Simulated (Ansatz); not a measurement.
# CHSi (doublet): RPA-PBE over a scan of the distance Si1–C2, 6-31G

How well do these functionals follow the top wave-function level for CHSi (doublet) over a scan of the distance Si1–C2?

Computed with Ansatz 0.2.0, Gaussian basis. Level: 6-31G, all electrons in the functionals, frozen cores in the correlation of double hybrids and RPA.

To be run: RPA-PBE, at 1.356 Å; 1.536 Å; 1.683 Å; 1.888 Å; 2.046 Å; 2.320 Å; 2.663 Å; 3.058 Å; 3.680 Å; 4.548 Å; 5.842 Å.

24 further runs of the same task are left out: 1 for a mislabelled method, 5 for a known fault of the program, 16 that didn't finish, 2 set aside as unsound or not needed.

**1. The geometry**

The geometry derives from a PBE0/def2-TZVP stationary point (not a proven minimum). One bond is set to the value named and the two fragments are kept rigid.

3 atoms, charge 0, spin multiplicity 2.

Atoms are counted from 1 here; the program's logs count them from 0.

Bond lengths: Si1–C2 1.682 Å, C2–H3 1.079 Å. Angles: Si1–C2–H3 180.0°.

No dispersion term is added.

The geometry shown and the zero of energy belong to the point 1.683 Å. The yardstick, FCI, and other wave-function levels (R restricted, U unrestricted, valence and pair active spaces) come from earlier runs.

**2. RPA-PBE, 1.356 Å**

in.yaml reads:

```yaml
crystal:
  periodic: [false, false, false]
  atoms:
    - {symbol: Si, position_ang: [0.000000, 0.000000, 1.263808]}
    - {symbol: C, position_ang: [0.000000, 0.000000, -0.092192]}
    - {symbol: H, position_ang: [0.000000, 0.000000, -1.171615]}
basis:
  gaussian: {orbitals: 6-31G}
magnetization: {spin_polarized: true, initial_magnetization: 1}
hamiltonian: {xc: {name: PBE}}
correlation: {method: rpa, electrons: outside_noble_gas}
```

Run with:

```sh
ansatz run in.yaml --threads 1 --pin off --events-out ev --progress --plain --max-ram 2393MiB
```

Further steps of the session: RPA-PBE, 1.536 Å; RPA-PBE, 1.683 Å; RPA-PBE, 1.888 Å; RPA-PBE, 2.046 Å; RPA-PBE, 2.320 Å; RPA-PBE, 2.663 Å; RPA-PBE, 3.058 Å; RPA-PBE, 3.680 Å; RPA-PBE, 4.548 Å; RPA-PBE, 5.842 Å.

**Question.** What will the summary of the whole plan be? Wanted: span of the FCI curve; largest miss, RPA-PBE.

As calculated:

| quantity | value |
| --- | --- |
| span of the FCI curve | 455.8 kJ/mol |
| largest miss, RPA-PBE | -46.6 kJ/mol (5.842 Å) |

In words: RPA-PBE strays by up to 46.6 kJ/mol, at 5.842 Å. RPA-PBE clearly breaks the spin symmetry at some points (⟨S²⟩ up to 1.17 above the pure value), so energy there is bought with a mixed spin. Functionals and the yardstick converge differently with the basis, so part of each miss in 6-31G is the basis.
